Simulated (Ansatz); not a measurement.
# SiSO (singlet): wave-function methods side by side at a displaced geometry (v2), cc-pVDZ

An exercise on one series of results from a longer session: the logs are not shown, and one member is left open.

The runs use Ansatz 0.2.0, Gaussian basis; cc-pVDZ, core rule «outside noble gas», up to 11 orbitals frozen.

The runs, in order: UHF; CCSD(T) on RHF; BCCD(T) on RHF; CISD; CCSDT(Q) on RHF.

15 further runs of the same task are left out: 6 for a known fault of the program, 2 that didn't finish, 7 set aside as unsound or not needed.

## The system

The geometry is a PBE0/def2-TZVP stationary point (not a proven minimum) with its atoms shifted at random (size 0.100 Å).

3 atoms, charge 0, spin multiplicity 1.

Atoms are counted from 1 here; the program's logs count them from 0.

Bond lengths: O1–Si2 1.504 Å, Si2–S3 1.925 Å. Angles: O1–Si2–S3 171.3°.

Geometry (Å):

```xyz
3

O     0.0844    0.0052    1.6380
Si   -0.0805    0.0136    0.1426
S    -0.0039   -0.0188   -1.7806
```

The first run:

File in.yaml:

```yaml
crystal:
  periodic: [false, false, false]
  atoms:
    - {symbol: O, position_ang: [0.084376, 0.005225, 1.637998]}
    - {symbol: Si, position_ang: [-0.080498, 0.013599, 0.142591]}
    - {symbol: S, position_ang: [-0.003878, -0.018825, -1.780589]}
basis:
  gaussian: {orbitals: cc-pVDZ}
magnetization: {spin_polarized: true, initial_magnetization: 0}
hamiltonian: {xc: hf}
output: {orbitals: {seedname: orbitals}}
```

On the command line:

```bash
ansatz run in.yaml --threads 1 --pin off --events-out ev --progress --plain --max-ram 2393MiB
```

Steps of the session up to this table: UHF; CCSD(T) on RHF; BCCD(T) on RHF; CISD; CCSDT(Q) on RHF.

One table of the session follows, with a row left open; its other results are not shown here.

| method | from RCCSDT(Q) (meV) |
| --- | --- |
| RHF | +11766.1 |
| RMP2 | ? |
| CISD | +1844.2 |
| RCCSD | +568.0 |
| RCCSD(T) | +93.5 |
| BCCD(T) | +82.5 |
| RCCSDT | +64.2 |
| RCCSDT(Q) | 0 |

**Question.** Estimate the row for RMP2.

The run gave: from RCCSDT(Q) (meV): +813.2. In the column «from RCCSDT(Q) (meV)» it lies between RCCSD (+568.0) and CISD (+1844.2).
